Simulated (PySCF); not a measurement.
Gas-phase reaction: 3 C₃H₅ (allyl) = 2 C₃H₄ (cyclic) + C₃H₇ (i-propyl)

Method: PySCF energies plus ideal-gas RRHO corrections (1 bar). Table values come from the NASA 1993 polynomials. † marks an energy on the PBE0/def2-TZVP geometry and frequencies; other levels use their own. 6-31G* has spherical d functions here. Open shells (unrestricted): C₃H₅ (allyl) (multiplicity 2), C₃H₇ (i-propyl) (multiplicity 2); the rest are closed-shell singlets. B3LYP is the form with VWN-RPA correlation. The table's entry may be an old estimate for C₃H₅ (allyl), C₃H₄ (cyclic), C₃H₇ (i-propyl) (not checked at source).

B3LYP/6-31G* gives ΔH°(298 K) = 174.6 kJ.

**Question.** What does ωB97X-V/def2-TZVP† give, and where does the table lie?

**Answer.** ωB97X-V/def2-TZVP†: 135.2 kJ. Table: 140.5 kJ.
